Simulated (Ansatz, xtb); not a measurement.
## Two isomers of C4H8O2

We compare I, `CO/C=C\OC`, a singlet, with II, `CO/C=C/OC`, a singlet. Both are isolated molecules in the gas phase, relaxed with PBE-D3(BJ)/def2-SVP, each in the lowest conformer that the search found.

Quicker runs give these differences E(II) − E(I): GFN2-xTB −0.142 eV; HF/STO-3G −0.017 eV (at GFN2-xTB geometries); r2SCAN-D4/def2-SVP −0.070 eV (at GFN2-xTB geometries).

Q: Estimate E(II) − E(I) at the level CCSD(T)/def2-SVP + ΔMP2/def2-TZVPP.

A: CCSD(T)/def2-SVP + ΔMP2/def2-TZVPP gives E(II) − E(I) = −0.049 eV, favouring structure II, but this leans on the basis-set step: CCSD(T) alone gives −0.036 eV.

How the difference moves with the method:

```csv
level,geometry,E(II) − E(I) (eV),departure from the last row (eV),"job, with rough time for the two"
GFN2-xTB,GFN2-xTB,−0.142,−0.094,"optimisation, 0.096 s"
HF/STO-3G,GFN2-xTB,−0.017,+0.032,"single point, 0.34 s"
r2SCAN-D4/def2-SVP,GFN2-xTB,−0.070,−0.021,"single point, 4.6 s"
PBE-D3(BJ)/def2-SVP,PBE-D3(BJ)/def2-SVP,−0.073,−0.025,"optimisation, 27 s"
HF/def2-SVP,PBE-D3(BJ)/def2-SVP,+0.008,+0.057,part of the CCSD(T) run
MP2/def2-SVP,PBE-D3(BJ)/def2-SVP,−0.052,−0.003,part of the CCSD(T) run
CCSD(T)/def2-SVP,PBE-D3(BJ)/def2-SVP,−0.036,+0.013,single point
CCSD(T)/def2-SVP + ΔMP2/def2-TZVPP,PBE-D3(BJ)/def2-SVP,−0.049,,"single point, 80 s"
```

As drawn, both hold the same kinds of bond in the same numbers.

HF/STO-3G, HF/def2-SVP find them nearly level. The largest departure from CCSD(T)/def2-SVP + ΔMP2/def2-TZVPP is that of GFN2-xTB, 0.094 eV. The last row adds to CCSD(T) the change of the MP2 difference between the two basis sets, here −0.013 eV.

With thermal terms from frequencies at re-optimised GFN2-xTB minima (ideal gas, soft modes damped towards free rotors, one conformer each, 298.15 K, 1 atm): on the last row, ΔE + ΔZPE = −0.037, ΔH = −0.047, ΔG = +0.005 eV.

The correlated steps freeze 6 core orbitals. Run with Ansatz 0.2.0, xtb 6.7.1; the last row on 2 threads of Arm Neoverse V2 on a shared host.
